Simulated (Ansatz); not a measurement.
Consider the formal loss of a carbene: `CC=C(O)O` → `[CH2]` (triplet) + `C=C(O)O`.

Gas-phase electronic energies from Ansatz, PBE0-D4/def2-TZVP geometries. CCSD(T)/CBS adds triple-zeta CCSD(T) − MP2 to the extrapolated MP2 energy (def2 sets, frozen cores). This one scheme is used for every species. Functionals use def2-TZVPP. Triplets are unrestricted, without spin–orbit coupling. One conformer a species, not always the lowest.

CCSD(T)/CBS gives +435.2 kJ/mol.

Another level gave +408.3 kJ/mol. Which?
A. BHLYP/def2-TZVPP
B. revPBE-D4/def2-TZVPP
C. B2PLYP/def2-TZVPP
D. CCSD/def2-TZVPP

A. BHLYP 408.3, CCSD/def2-TZVPP 412.4, B2PLYP 425.0, revPBE-D4 429.3 kJ/mol.

What do rigid-rotor, harmonic-oscillator terms from PBE0-D4/def2-TZVP frequencies (298.15 K, 1 bar) make of the CCSD(T)/CBS value? (Estimate.)

Ansatz gave: ΔZPE = -28.0 kJ/mol, ΔH = +412.6 kJ/mol, ΔS = 152 J/(mol·K), ΔG = +367.3 kJ/mol. Open shells count their whole term as degenerate.

Largest T1 diagnostic among the species: 0.012.

In def2-TZVPP, CCSD(T) changes the Hartree–Fock value by +140.4 kJ/mol (the triples alone add +11.7 kJ/mol) and MP2 by +153.3 kJ/mol. From PBE to PBE0 (25 % exact exchange), in def2-TZVPP and without D4, ΔE moves by −8.3 kJ/mol. Leaving LDA and LC-ωPBE aside and taking each functional with its dispersion term where it has one, the values, not all of them listed here, spread over 36.7 kJ/mol, from r2SCAN0-D4 to ωB97X-V. LDA lies +75.9 kJ/mol from PBE without D4.
